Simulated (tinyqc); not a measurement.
Inside a calculation (part 1 of 2). Method: UKS/BLYP in the sto-3g basis, for BH, spin multiplicity 3. Computed by tinyqc, a small Python program that keeps every step (integrals from PySCF). Settings: charge = 0, multiplicity = 3, basis = sto-3g, energy threshold = 1e-09, iteration cap = 87, orthogonalisation = symmetric, start = random, DIIS depth = 0, method = UKS, functional = blyp, grid = [30, 26]. Command: `OMP_NUM_THREADS=1 python tinyqc.py 27770 27771 out.jsonl` (the two numbers bound the seeds that draw the settings). One thread of a shared host (Intel(R) Xeon(R) Processor @ 2.60GHz), about 2 s of CPU time with the checks. Later iterations appear only in the table of the cycle.

## One-electron integrals

Geometry (angstrom):
```
atom         x         y         z
B     0.000000  0.000000  0.000000
H     0.000000  0.000000  1.238000
```

Basis sto-3g: exponents (1/bohr^2) and contraction coefficients of normalised primitives:
```
element  l (shell)   exponent  coefficient
B            s (1)  48.791113     0.154329
B            s (1)   8.887362     0.535328
B            s (1)   2.405267     0.444635
B            s (2)   2.236956    -0.099967
B            s (2)   0.519821     0.399513
B            s (2)   0.169062     0.700115
B            p (3)   2.236956     0.155916
B            p (3)   0.519821     0.607684
B            p (3)   0.169062     0.391957
H            s (1)   3.425251     0.154329
H            s (1)   0.623914     0.535328
H            s (1)   0.168855     0.444635
```

Overlap, kinetic and nuclear-attraction integrals over the contracted functions; the nuclear repulsion is the sum of Za Zb / Rab.

nuclear repulsion = 2.13722622 hartree

overlap S, order 1B 1s, 1B 2s, 1B 2px, 1B 2py, 1B 2pz, 2H 1s:
$$\begin{pmatrix}
1.000000 & 0.269328 & 0.000000 & 0.000000 & 0.000000 & 0.059606 \\
0.269328 & 1.000000 & 0.000000 & 0.000000 & 0.000000 & 0.451373 \\
0.000000 & 0.000000 & 1.000000 & 0.000000 & 0.000000 & 0.000000 \\
0.000000 & 0.000000 & 0.000000 & 1.000000 & 0.000000 & 0.000000 \\
0.000000 & 0.000000 & 0.000000 & 0.000000 & 1.000000 & 0.471542 \\
0.059606 & 0.451373 & 0.000000 & 0.000000 & 0.471542 & 1.000000
\end{pmatrix}$$

kinetic energy T (hartree), order 1B 1s, 1B 2s, 1B 2px, 1B 2py, 1B 2pz, 2H 1s:
$$\begin{pmatrix}
10.826302 & -0.047967 & 0.000000 & 0.000000 & 0.000000 & -0.014414 \\
-0.047967 & 0.359168 & 0.000000 & 0.000000 & 0.000000 & 0.076884 \\
0.000000 & 0.000000 & 1.123881 & 0.000000 & 0.000000 & 0.000000 \\
0.000000 & 0.000000 & 0.000000 & 1.123881 & 0.000000 & 0.000000 \\
0.000000 & 0.000000 & 0.000000 & 0.000000 & 1.123881 & 0.206235 \\
-0.014414 & 0.076884 & 0.000000 & 0.000000 & 0.206235 & 0.760032
\end{pmatrix}$$

nuclear attraction V (hartree), order 1B 1s, 1B 2s, 1B 2px, 1B 2py, 1B 2pz, 2H 1s:
$$\begin{pmatrix}
-23.574833 & -3.254485 & 0.000000 & 0.000000 & -0.017169 & -0.726658 \\
-3.254485 & -4.186484 & 0.000000 & 0.000000 & -0.152956 & -1.682975 \\
0.000000 & 0.000000 & -4.118578 & 0.000000 & 0.000000 & 0.000000 \\
0.000000 & 0.000000 & 0.000000 & -4.118578 & 0.000000 & 0.000000 \\
-0.017169 & -0.152956 & 0.000000 & 0.000000 & -4.231563 & -1.687626 \\
-0.726658 & -1.682975 & 0.000000 & 0.000000 & -1.687626 & -3.338241
\end{pmatrix}$$

core Hamiltonian H = T + V (hartree), order 1B 1s, 1B 2s, 1B 2px, 1B 2py, 1B 2pz, 2H 1s:
$$\begin{pmatrix}
-12.748531 & -3.302452 & 0.000000 & 0.000000 & -0.017169 & -0.741072 \\
-3.302452 & -3.827316 & 0.000000 & 0.000000 & -0.152956 & -1.606091 \\
0.000000 & 0.000000 & -2.994697 & 0.000000 & 0.000000 & 0.000000 \\
0.000000 & 0.000000 & 0.000000 & -2.994697 & 0.000000 & 0.000000 \\
-0.017169 & -0.152956 & 0.000000 & 0.000000 & -3.107682 & -1.481390 \\
-0.741072 & -1.606091 & 0.000000 & 0.000000 & -1.481390 & -2.578209
\end{pmatrix}$$

## Two-electron integrals

Functions are numbered as in S; the eight-fold symmetry (ij|kl) = (ji|kl) = (kl|ij) leaves the list below.

Two-electron integrals (ij|kl) in chemists' order, unique and non-zero (hartree):
```
(11|11) 2.923513   (21|11) 0.518376   (21|21) 0.109262   (22|11) 0.744229
(22|21) 0.193177   (22|22) 0.544804   (31|31) 0.020264   (32|31) 0.029996
(32|32) 0.120346   (33|11) 0.742491   (33|21) 0.193240   (33|22) 0.544682
(33|33) 0.586773   (41|41) 0.020264   (42|41) 0.029996   (42|42) 0.120346
(43|43) 0.031630   (44|11) 0.742491   (44|21) 0.193240   (44|22) 0.544682
(44|33) 0.523513   (44|44) 0.586773   (51|51) 0.020264   (52|51) 0.029996
(52|52) 0.120346   (53|53) 0.031630   (54|54) 0.031630   (55|11) 0.742491
(55|21) 0.193240   (55|22) 0.544682   (55|33) 0.523513   (55|44) 0.523513
(55|55) 0.586773   (61|11) 0.114379   (61|21) 0.024026   (61|22) 0.042614
(61|33) 0.042405   (61|44) 0.042405   (61|51) 0.001753   (61|52) 0.003220
(61|55) 0.043058   (61|61) 0.005452   (62|11) 0.266123   (62|21) 0.070096
(62|22) 0.216268   (62|33) 0.210181   (62|44) 0.210181   (62|51) 0.007732
(62|52) 0.046300   (62|55) 0.228243   (62|61) 0.016450   (62|62) 0.116496
(63|31) 0.007154   (63|32) 0.033062   (63|53) 0.008743   (63|63) 0.013157
(64|41) 0.007154   (64|42) 0.033062   (64|54) 0.008743   (64|64) 0.013157
(65|11) 0.245453   (65|21) 0.065528   (65|22) 0.213381   (65|33) 0.202008
(65|44) 0.202008   (65|51) 0.013428   (65|52) 0.074976   (65|55) 0.235902
(65|61) 0.016162   (65|62) 0.134747   (65|65) 0.165846   (66|11) 0.421782
(66|21) 0.113188   (66|22) 0.394216   (66|33) 0.370631   (66|44) 0.370631
(66|51) 0.015530   (66|52) 0.122203   (66|55) 0.440961   (66|61) 0.027124
(66|62) 0.268284   (66|65) 0.337858   (66|66) 0.774606
```

## Orthogonalisation

S = U s U^T; symmetric (Loewdin) form X = U s^(-1/2) U^T, so that X^T S X = 1.

eigenvalues of S: [0.333579, 0.796522, 1.000000, 1.000000, 1.169924, 1.699975]

X, order 1B 1s, 1B 2s, 1B 2px, 1B 2py, 1B 2pz, 2H 1s:
$$\begin{pmatrix}
1.030294 & -0.153652 & 0.000000 & 0.000000 & -0.012657 & 0.027727 \\
-0.153652 & 1.148918 & 0.000000 & 0.000000 & 0.122253 & -0.326034 \\
0.000000 & 0.000000 & 1.000000 & 0.000000 & 0.000000 & 0.000000 \\
0.000000 & 0.000000 & 0.000000 & 1.000000 & 0.000000 & 0.000000 \\
-0.012657 & 0.122253 & 0.000000 & 0.000000 & 1.124375 & -0.333051 \\
0.027727 & -0.326034 & 0.000000 & 0.000000 & -0.333051 & 1.239799
\end{pmatrix}$$

## Starting guess

The start is random orthonormal orbitals; D(s) = C_occ C_occ^T for each spin.

D(alpha) at the start, order 1B 1s, 1B 2s, 1B 2px, 1B 2py, 1B 2pz, 2H 1s:
$$\begin{pmatrix}
0.094061 & -0.166818 & -0.038935 & 0.041163 & 0.038600 & -0.201074 \\
-0.166818 & 1.289239 & 0.076895 & 0.154822 & -0.020638 & -0.531581 \\
-0.038935 & 0.076895 & 0.964430 & -0.077411 & 0.194721 & -0.126909 \\
0.041163 & 0.154822 & -0.077411 & 0.814837 & 0.439584 & -0.252399 \\
0.038600 & -0.020638 & 0.194721 & 0.439584 & 0.309306 & -0.155397 \\
-0.201074 & -0.531581 & -0.126909 & -0.252399 & -0.155397 & 1.268390
\end{pmatrix}$$

D(beta) at the start, order 1B 1s, 1B 2s, 1B 2px, 1B 2py, 1B 2pz, 2H 1s:
$$\begin{pmatrix}
0.056698 & -0.147989 & -0.005191 & -0.108650 & -0.044617 & -0.087044 \\
-0.147989 & 1.178054 & 0.344286 & 0.252159 & 0.116357 & -0.556973 \\
-0.005191 & 0.344286 & 0.138628 & -0.003182 & 0.004043 & -0.319588 \\
-0.108650 & 0.252159 & -0.003182 & 0.209455 & 0.085504 & 0.197933 \\
-0.044617 & 0.116357 & 0.004043 & 0.085504 & 0.035110 & 0.068595 \\
-0.087044 & -0.556973 & -0.319588 & 0.197933 & 0.068595 & 0.910261
\end{pmatrix}$$

## Iteration 1: exchange-correlation on the grid

Becke grid with 30 radial and 26 angular points per atom, points of zero weight dropped. rho = sum D_ij phi_i phi_j; V_xc,ij = sum w v_xc phi_i phi_j plus the gradient terms; v_xc is d(rho eps)/d rho(s) for spin s at fixed gradient.

The 12 grid points with the largest w rho, of 1542 (bohr, atomic units):
```
x                 y         z         w  rho(alpha)  rho(beta)     eps_xc  v_xc(alpha)
1.749914   0.000000  0.000000  0.608507    0.055866   0.031534  -0.391998    -0.481030
1.439531   0.000000  0.000000  0.358501    0.093835   0.054500  -0.449740    -0.578864
0.000000   1.749914  0.000000  0.608507    0.052360   0.034532  -0.389688    -0.473886
0.000000   1.439531  0.000000  0.358501    0.088484   0.058681  -0.447267    -0.569717
1.017902   1.017902  0.000000  0.286801    0.088717   0.065581  -0.452251    -0.572841
1.237376   1.237376  0.000000  0.486806    0.052527   0.038322  -0.393728    -0.476801
1.170264   0.000000  0.000000  0.204852    0.135151   0.079496  -0.496625    -0.659143
0.000000   1.170264  0.000000  0.204852    0.128513   0.083948  -0.494147    -0.649012
2.105613   0.000000  0.000000  1.006357    0.027346   0.015248  -0.326780    -0.376309
0.000000   2.105613  0.000000  1.006357    0.025558   0.016950  -0.324820    -0.372190
0.000000   1.017902  1.017902  0.263957    0.084596   0.062209  -0.444517    -0.563287
-1.237376  1.237376  0.000000  0.486806    0.055314   0.020191  -0.383118    -0.469808
```

electrons on the grid, sum of w rho = 5.993653

E_xc = sum of w rho eps_xc = -2.40566630 hartree

V_xc(alpha) (hartree), order 1B 1s, 1B 2s, 1B 2px, 1B 2py, 1B 2pz, 2H 1s:
$$\begin{pmatrix}
-0.956166 & -0.187608 & 0.002495 & -0.012483 & -0.000172 & -0.040866 \\
-0.187608 & -0.497599 & -0.009008 & -0.017890 & -0.003614 & -0.216480 \\
0.002495 & -0.009008 & -0.514481 & 0.008086 & -0.014545 & -0.004774 \\
-0.012483 & -0.017890 & 0.008086 & -0.500680 & -0.036022 & -0.011299 \\
-0.000172 & -0.003614 & -0.014545 & -0.036022 & -0.474298 & -0.228183 \\
-0.040866 & -0.216480 & -0.004774 & -0.011299 & -0.228183 & -0.537696
\end{pmatrix}$$

V_xc(beta) (hartree), order 1B 1s, 1B 2s, 1B 2px, 1B 2py, 1B 2pz, 2H 1s:
$$\begin{pmatrix}
-0.806839 & -0.157145 & -0.014557 & 0.001132 & 0.000321 & -0.034989 \\
-0.157145 & -0.410291 & -0.050276 & -0.046532 & -0.023703 & -0.194976 \\
-0.014557 & -0.050276 & -0.399113 & 0.012273 & 0.009818 & -0.008195 \\
0.001132 & -0.046532 & 0.012273 & -0.412325 & -0.017929 & -0.016355 \\
0.000321 & -0.023703 & 0.009818 & -0.017929 & -0.414426 & -0.216335 \\
-0.034989 & -0.194976 & -0.008195 & -0.016355 & -0.216335 & -0.502951
\end{pmatrix}$$

## Iteration 1: building the Kohn-Sham matrix

J_ij = sum D_kl (ij|kl) with D = D(alpha) + D(beta); F = H + J + V_xc; E = tr D H + tr D J / 2 + E_xc + E_nn.

Coulomb J (hartree), order 1B 1s, 1B 2s, 1B 2px, 1B 2py, 1B 2pz, 2H 1s:
$$\begin{pmatrix}
4.016881 & 1.032397 & 0.017091 & 0.020901 & 0.019158 & 0.230226 \\
1.032397 & 3.007511 & 0.069203 & 0.090307 & 0.173243 & 1.362093 \\
0.017091 & 0.069203 & 2.988325 & -0.005098 & 0.004767 & 0.018945 \\
0.020901 & 0.090307 & -0.005098 & 2.983342 & 0.032264 & 0.033694 \\
0.019158 & 0.173243 & 0.004767 & 0.032264 & 3.047975 & 1.452014 \\
0.230226 & 1.362093 & 0.018945 & 0.033694 & 1.452014 & 2.957741
\end{pmatrix}$$

F(alpha) (hartree), order 1B 1s, 1B 2s, 1B 2px, 1B 2py, 1B 2pz, 2H 1s:
$$\begin{pmatrix}
-9.687816 & -2.457663 & 0.019586 & 0.008418 & 0.001817 & -0.551711 \\
-2.457663 & -1.317403 & 0.060195 & 0.072416 & 0.016673 & -0.460477 \\
0.019586 & 0.060195 & -0.520854 & 0.002988 & -0.009778 & 0.014172 \\
0.008418 & 0.072416 & 0.002988 & -0.512035 & -0.003758 & 0.022395 \\
0.001817 & 0.016673 & -0.009778 & -0.003758 & -0.534005 & -0.257560 \\
-0.551711 & -0.460477 & 0.014172 & 0.022395 & -0.257560 & -0.158164
\end{pmatrix}$$

F(beta) (hartree), order 1B 1s, 1B 2s, 1B 2px, 1B 2py, 1B 2pz, 2H 1s:
$$\begin{pmatrix}
-9.538489 & -2.427201 & 0.002534 & 0.022034 & 0.002310 & -0.545834 \\
-2.427201 & -1.230095 & 0.018926 & 0.043775 & -0.003416 & -0.438974 \\
0.002534 & 0.018926 & -0.405485 & 0.007175 & 0.014585 & 0.010750 \\
0.022034 & 0.043775 & 0.007175 & -0.423680 & 0.014335 & 0.017339 \\
0.002310 & -0.003416 & 0.014585 & 0.014335 & -0.474133 & -0.245712 \\
-0.545834 & -0.438974 & 0.010750 & 0.017339 & -0.245712 & -0.123419
\end{pmatrix}$$

total energy of this density = -9.43659056 hartree

## Iteration 1: diagonalisation and new density

Diagonalise F' = X^T F X, C = X C', fill 4 alpha and 2 beta electrons from the bottom; D(s) = C_occ C_occ^T. Each column has its largest component positive (the first on a tie).

F' = X^T F X (alpha) (hartree):
$$\begin{pmatrix}
-9.564258 & -1.051071 & 0.011447 & -0.001786 & 0.000266 & -0.120962 \\
-1.051071 & -0.809934 & 0.060334 & 0.074146 & 0.077866 & -0.249708 \\
0.011447 & 0.060334 & -0.520854 & 0.002988 & -0.008603 & 0.001744 \\
-0.001786 & 0.074146 & 0.002988 & -0.512035 & -0.002937 & 0.005639 \\
0.000266 & 0.077866 & -0.008603 & -0.002937 & -0.476002 & -0.197660 \\
-0.120962 & -0.249708 & 0.001744 & 0.005639 & -0.197660 & 0.145224
\end{pmatrix}$$

orbital energies (alpha) (hartree): MO1 -9.691005, MO2 -0.781629, MO3 -0.535218, MO4 -0.518554, MO5 -0.480204, MO6 0.268751

coefficients C (alpha), order 1B 1s, 1B 2s, 1B 2px, 1B 2py, 1B 2pz, 2H 1s:
$$\begin{pmatrix}
1.005283 & -0.247670 & -0.022462 & 0.001449 & -0.081171 & 0.083747 \\
-0.022070 & 0.979773 & 0.084826 & 0.000248 & 0.322003 & -0.627328 \\
-0.002019 & -0.207194 & 0.306155 & 0.768738 & 0.521710 & -0.014037 \\
-0.000769 & -0.253817 & -0.176595 & -0.532843 & 0.787531 & -0.016244 \\
-0.003994 & -0.074207 & 0.916252 & -0.350109 & -0.068680 & -0.646463 \\
0.008138 & -0.004414 & 0.029852 & -0.007536 & 0.027493 & 1.324123
\end{pmatrix}$$

F' = X^T F X (beta) (hartree):
$$\begin{pmatrix}
-9.413241 & -1.053166 & -0.000184 & 0.016275 & 0.003049 & -0.119593 \\
-1.053166 & -0.719456 & 0.019634 & 0.043007 & 0.061483 & -0.253694 \\
-0.000184 & 0.019634 & -0.405485 & 0.007175 & 0.015100 & 0.002370 \\
0.016275 & 0.043007 & 0.007175 & -0.423680 & 0.015416 & 0.003062 \\
0.003049 & 0.061483 & 0.015100 & 0.015416 & -0.411334 & -0.206254 \\
-0.119593 & -0.253694 & 0.002370 & 0.003062 & -0.206254 & 0.182980
\end{pmatrix}$$

orbital energies (beta) (hartree): MO1 -9.541337, MO2 -0.668303, MO3 -0.479370, MO4 -0.422467, MO5 -0.394729, MO6 0.315992

coefficients C (beta), order 1B 1s, 1B 2s, 1B 2px, 1B 2py, 1B 2pz, 2H 1s:
$$\begin{pmatrix}
1.005005 & -0.258103 & 0.022533 & -0.022562 & -0.029819 & 0.086525 \\
-0.020931 & 1.013111 & -0.097977 & 0.092534 & 0.115266 & -0.637640 \\
-0.000237 & -0.068602 & -0.152722 & -0.522332 & 0.836083 & -0.010186 \\
-0.002337 & -0.159149 & -0.168981 & 0.844025 & 0.483161 & -0.016997 \\
-0.003995 & 0.031339 & 0.952782 & 0.063997 & 0.208565 & -0.658683 \\
0.007963 & 0.018062 & 0.036964 & 0.017336 & 0.035192 & 1.323554
\end{pmatrix}$$

D(alpha) after iteration 1, order 1B 1s, 1B 2s, 1B 2px, 1B 2py, 1B 2pz, 2H 1s:
$$\begin{pmatrix}
1.072442 & -0.266752 & 0.043523 & 0.065285 & -0.006725 & 0.008593 \\
-0.266752 & 0.967639 & -0.176798 & -0.263778 & 0.005018 & -0.001974 \\
0.043523 & -0.176798 & 0.727622 & -0.411091 & 0.026756 & 0.004244 \\
0.065285 & -0.263778 & -0.411091 & 0.379531 & 0.043586 & -0.000142 \\
-0.006725 & 0.005018 & 0.026756 & 0.043586 & 0.967617 & 0.030285 \\
0.008593 & -0.001974 & 0.004244 & -0.000142 & 0.030285 & 0.001034
\end{pmatrix}$$

D(beta) after iteration 1, order 1B 1s, 1B 2s, 1B 2px, 1B 2py, 1B 2pz, 2H 1s:
$$\begin{pmatrix}
1.076652 & -0.282523 & 0.017469 & 0.038728 & -0.012104 & 0.003341 \\
-0.282523 & 1.026831 & -0.069497 & -0.161187 & 0.031833 & 0.018133 \\
0.017469 & -0.069497 & 0.004706 & 0.010919 & -0.002149 & -0.001241 \\
0.038728 & -0.161187 & 0.010919 & 0.025334 & -0.004978 & -0.002893 \\
-0.012104 & 0.031833 & -0.002149 & -0.004978 & 0.000998 & 0.000534 \\
0.003341 & 0.018133 & -0.001241 & -0.002893 & 0.000534 & 0.000390
\end{pmatrix}$$

## Iteration 2: exchange-correlation on the grid

As before.

The 12 grid points with the largest w rho, of 1542 (bohr, atomic units):
```
x                  y          z         w  rho(alpha)  rho(beta)     eps_xc  v_xc(alpha)
-1.749914   0.000000   0.000000  0.608507    0.049748   0.016712  -0.370570    -0.451191
-1.439531   0.000000   0.000000  0.358501    0.083421   0.028830  -0.423529    -0.544870
0.000000    0.000000  -1.749914  0.608896    0.051092   0.011869  -0.370736    -0.449082
0.000000    0.000000  -1.439531  0.358581    0.085261   0.020666  -0.423191    -0.542832
0.000000   -1.439531   0.000000  0.358501    0.067130   0.037287  -0.406363    -0.515301
0.000000   -1.749914   0.000000  0.608507    0.039759   0.021733  -0.355490    -0.427796
1.237376   -1.237376   0.000000  0.486806    0.054084   0.016475  -0.378084    -0.462869
1.017902   -1.017902   0.000000  0.286801    0.090330   0.028432  -0.432010    -0.558705
-1.170264   0.000000   0.000000  0.204852    0.119893   0.041218  -0.466474    -0.620820
-1.237376   0.000000  -1.237376  0.487117    0.053094   0.014533  -0.375601    -0.457853
-2.105613   0.000000   0.000000  1.006357    0.024454   0.008200  -0.310340    -0.351331
0.000000   -1.237376  -1.237376  0.487117    0.049587   0.017792  -0.370835    -0.452041
```

electrons on the grid, sum of w rho = 6.004218

E_xc = sum of w rho eps_xc = -4.57242590 hartree

V_xc(alpha) (hartree), order 1B 1s, 1B 2s, 1B 2px, 1B 2py, 1B 2pz, 2H 1s:
$$\begin{pmatrix}
-1.928111 & -0.303315 & 0.003558 & 0.005590 & -0.000254 & -0.067804 \\
-0.303315 & -0.497967 & 0.023824 & 0.037109 & -0.004839 & -0.190040 \\
0.003558 & 0.023824 & -0.496423 & 0.036267 & -0.002421 & 0.005271 \\
0.005590 & 0.037109 & 0.036267 & -0.465435 & -0.003783 & 0.008326 \\
-0.000254 & -0.004839 & -0.002421 & -0.003783 & -0.521901 & -0.185095 \\
-0.067804 & -0.190040 & 0.005271 & 0.008326 & -0.185095 & -0.309929
\end{pmatrix}$$

V_xc(beta) (hartree), order 1B 1s, 1B 2s, 1B 2px, 1B 2py, 1B 2pz, 2H 1s:
$$\begin{pmatrix}
-1.909093 & -0.287620 & 0.002097 & 0.004269 & -0.000515 & -0.064067 \\
-0.287620 & -0.413686 & 0.015775 & 0.032387 & -0.007617 & -0.155260 \\
0.002097 & 0.015775 & -0.409987 & 0.005410 & -0.000402 & 0.004151 \\
0.004269 & 0.032387 & 0.005410 & -0.405069 & -0.000594 & 0.008517 \\
-0.000515 & -0.007617 & -0.000402 & -0.000594 & -0.416275 & -0.148010 \\
-0.064067 & -0.155260 & 0.004151 & 0.008517 & -0.148010 & -0.250183
\end{pmatrix}$$

## Iteration 2: building the Kohn-Sham matrix

As before.

Coulomb J (hartree), order 1B 1s, 1B 2s, 1B 2px, 1B 2py, 1B 2pz, 2H 1s:
$$\begin{pmatrix}
8.788387 & 1.793261 & -0.012261 & -0.021323 & 0.002589 & 0.396208 \\
1.793261 & 3.642514 & -0.055424 & -0.096246 & 0.014109 & 1.402321 \\
-0.012261 & -0.055424 & 3.639280 & -0.025315 & 0.001609 & -0.014904 \\
-0.021323 & -0.096246 & -0.025315 & 3.618565 & 0.002389 & -0.026017 \\
0.002589 & 0.014109 & 0.001609 & 0.002389 & 3.657016 & 1.359782 \\
0.396208 & 1.402321 & -0.014904 & -0.026017 & 1.359782 & 2.456626
\end{pmatrix}$$

F(alpha) (hartree), order 1B 1s, 1B 2s, 1B 2px, 1B 2py, 1B 2pz, 2H 1s:
$$\begin{pmatrix}
-5.888255 & -1.812506 & -0.008703 & -0.015732 & -0.014834 & -0.412667 \\
-1.812506 & -0.682768 & -0.031599 & -0.059138 & -0.143686 & -0.393810 \\
-0.008703 & -0.031599 & 0.148160 & 0.010953 & -0.000812 & -0.009634 \\
-0.015732 & -0.059138 & 0.010953 & 0.158433 & -0.001394 & -0.017691 \\
-0.014834 & -0.143686 & -0.000812 & -0.001394 & 0.027433 & -0.306703 \\
-0.412667 & -0.393810 & -0.009634 & -0.017691 & -0.306703 & -0.431513
\end{pmatrix}$$

F(beta) (hartree), order 1B 1s, 1B 2s, 1B 2px, 1B 2py, 1B 2pz, 2H 1s:
$$\begin{pmatrix}
-5.869237 & -1.796812 & -0.010164 & -0.017054 & -0.015095 & -0.408931 \\
-1.796812 & -0.598488 & -0.039648 & -0.063859 & -0.146464 & -0.359030 \\
-0.010164 & -0.039648 & 0.234596 & -0.019904 & 0.001207 & -0.010753 \\
-0.017054 & -0.063859 & -0.019904 & 0.218799 & 0.001796 & -0.017501 \\
-0.015095 & -0.146464 & 0.001207 & 0.001796 & 0.133058 & -0.269618 \\
-0.408931 & -0.359030 & -0.010753 & -0.017501 & -0.269618 & -0.371767
\end{pmatrix}$$

total energy of this density = -24.36884923 hartree
